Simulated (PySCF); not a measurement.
## Identify the compound

The spectra below were simulated for a compound C6H12.

¹H NMR (400 MHz, computed): δ 5.01 (s, 2H), 2.20 (q, 4H), 1.07 (t, 6H).

¹³C{¹H} NMR (computed): δ 163.2 (C), 115.8 (CH2), 31.7 (CH2, 2C), 16.0 (CH3, 2C).

[PySCF 2.14.0 with density-fitted response routines: coordinates at the GFN2-xTB level; NMR shieldings at PBE0/pcSseg-1/GIAO; one computed conformer; isolated molecule; equivalent nuclei averaged; no relativistic terms]

Scale: ¹H and ¹³C against TMS (reference shieldings calculated alike).

**Question.** Choose the structure that fits.
A. CCC=C(C)C
B. CC/C=C/CC
C. C=C(CC)CC

**Answer.** C. 

The formula gives 1 degree of unsaturation (no ring in the answer). 4 carbon signals for 6 carbons: some carbons are equivalent by symmetry or fast rotation. Carbon types of the structure: 1 × C, 3 × CH2, 2 × CH3, which accounts for all hydrogens. δC 163.2: fully substituted alkene carbon; as expected for a trigonal carbon in a double bond. δC 115.8: terminal =CH2 carbon; the olefinic region. δC 31.7: allylic sp3 CH2; a saturated carbon with 2 carbon neighbours and no heteroatom attached. δH 5.01: hydrogen on a terminal =CH2 carbon; a vinylic proton, deshielded by the sp2 carbon and the C=C anisotropy. δH 2.20: hydrogen on an allylic sp3 CH2; allylic position.

The others: CCC=C(C)C would give 6 carbon signals, not 4; CC/C=C/CC would give 3 carbon signals, not 4.

Shifts are as computed. Against solution values, carbons near 30 ppm lie about +3 ppm off and those near 130 ppm about +5 ppm. Of 1211 compounds with measured shifts, 218 miss one by over three times the rms of a fit or turn the order of signals round; such compounds aren't used in these exercises. No couplings were computed; multiplicities are counted from neighbouring protons, with m where these are inequivalent, close in shift, in a saturated or five-membered ring or joined by F or P, and br s for small geminal =CH2 splittings.
